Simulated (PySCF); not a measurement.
**Which functional comes closest?**

Molecule: SMILES ClC(Cl)(Cl)Cl, CCl4.

Atom-mapped SMILES (the numbers label the heavy atoms): `[Cl:1][C:2]([Cl:3])([Cl:4])[Cl:5]`.

Geometry PBE0-D3(BJ)/def2-SVP throughout; GIAO in PySCF 2.14.0 with density-fitted response routines, gas phase, one conformer, non-relativistic; equivalent atoms averaged; basis pcSseg-2.

Reference values (CCSD(T)/cc-pVQZ; gas (isolated, no vibration); M. Maurer, PhD thesis, LMU Munich (Maurer, Ochsenfeld, JCTC 2015 SI; set of Flaig et al., JCTC 2014, 10, 572)): δ(C2) = 126.2 ppm. Computed shifts are taken against TMS, calculated as an isolated molecule at each level.

**Question.** How do the functionals HF, LDA, PBE, BLYP, BP86, OPBE, KT2, KT3, B97-D, B3LYP, PBE0, mPW1PW91, WP04, B97-2, BHandHLYP, CAM-B3LYP, wB97X-D, LC-wPBE perform against the reference? Times are CPU seconds on shared hosts with different chips, so compare them loosely; the GGAs took longer than the global hybrids here, which isn't the general rule, and the cause wasn't traced.

**Answer.** 
| functional | kind | C2 | abs. error C | core-s |
| --- | --- | --- | --- | --- |
| HF | Hartree–Fock | 113.3 | 12.9 | 9.8 |
| LDA | LDA | 151.0 | 24.8 | 16 |
| PBE | GGA | 146.9 | 20.7 | 19 |
| BLYP | GGA | 151.1 | 24.9 | 18 |
| BP86 | GGA | 147.5 | 21.3 | 18 |
| OPBE | GGA | 139.7 | 13.5 | 19 |
| KT2 | GGA | 141.7 | 15.5 | 19 |
| KT3 | GGA | 140.7 | 14.5 | 19 |
| B97-D | GGA | 146.1 | 19.9 | 19 |
| B3LYP | global hybrid | 144.3 | 18.1 | 15 |
| PBE0 | global hybrid | 138.7 | 12.5 | 15 |
| mPW1PW91 | global hybrid | 139.4 | 13.2 | 15 |
| WP04 | global hybrid | 154.4 | 28.2 | 15 |
| B97-2 | global hybrid | 138.8 | 12.6 | 14 |
| BHandHLYP | global hybrid | 133.1 | 6.9 | 14 |
| CAM-B3LYP | range-separated hybrid | 137.6 | 11.4 | 20 |
| wB97X-D | range-separated hybrid | 136.5 | 10.3 | 34 |
| LC-wPBE | range-separated hybrid | 128.5 | 2.3 | 23 |

For ¹³C the closest is LC-wPBE (2.3 ppm) and the furthest WP04 (28.2 ppm). One molecule is a small sample, and the reference may use another geometry.
